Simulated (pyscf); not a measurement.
This saddle point was located with ωB97X-D3(BJ)/def2-SVP in PySCF.

```xyz
7

Se     1.5413     0.3086    -0.6834
H     -0.0901     0.9360    -1.2775
H      1.9378     1.6316    -0.1725
C     -0.0235     0.1156     0.3758
C     -0.0952    -0.4284     1.5408
H     -0.8485     0.6478    -0.4024
H     -0.9573    -0.5480     2.2041
```
Charge 0, spin multiplicity 1.

Surface: singlet, charge 0. Lowest wavenumbers (cm⁻¹): 1901i, 223, 251, 489, 532.

**Question.** Which two sides does it connect, and which bonds change?

**Answer.** `[SeH2]` + `[CH]#[CH]` ⇌ `[CH]#[C][SeH]` + `[H][H]`, a four-centre exchange read from left to right: H–Se, C–H broken and C–Se, H–H formed. At ωB97M-D3(BJ)/def2-TZVP it lies +99.4 kcal/mol from the left side and +84.1 kcal/mol from the right (each side as separated species at their lowest minima found). The same reactants have a lower exit, to H₂C=CH–SeH (barrier +50.2 kcal/mol at ωB97M-D3(BJ)/def2-TZVP, against +99.4 kcal/mol here). One saddle was located; it need not be the lowest between these sides. A restricted solution here is unstable towards spin polarisation, so biradical character is likely and single-reference numbers are less safe. Elements up to Kr have no core potential and no relativistic terms here.
